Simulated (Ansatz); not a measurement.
C4H7N can be A, `CCCC#N`, or B, `C=CC(C)=N`.

Calculated with Ansatz (gas phase, PBE0-D4/def2-TZVP geometries, no zero-point term in ΔE). CBS: MP2 limit from def2 TZ/QZ plus the TZ coupled-cluster correction, frozen cores. Functionals use def2-TZVPP. B3LYP here is the variant with VWN-RPA as its local correlation; programs differ in this. Each species was taken in one conformer, which may not be the lowest.

Problem. Which is lower in electronic energy at CCSD(T)/CBS, and by how much? (Estimate.)

Solution. Ansatz gave: A, by 74.7 kJ/mol.

Problem. Give E(B) − E(A) in kJ/mol with B3LYP, PBE-D4, HF/def2-TZVPP, B2PLYP, CCSD/def2-TZVPP, B3LYP-D4, PBE0-D4. (Estimate.)

Solution. The calculation gave: B3LYP 68.5, PBE-D4 59.8, HF/def2-TZVPP 90.1, B2PLYP 78.9, CCSD/def2-TZVPP 84.1, B3LYP-D4 64.6, PBE0-D4 66.4. None reverses the order clearly.

Largest T1 diagnostic: 0.012.

From PBE to PBE0 (25 % exact exchange), in def2-TZVPP and without D4, E(B) − E(A) moves by +6.2 kJ/mol. The D4 term adds −3.9 kJ/mol with B3LYP and −2.0 kJ/mol with PBE0; it sums over pairs of atoms, weighted by their polarisabilities, and B3LYP, whose exchange is more repulsive, gets the larger term.
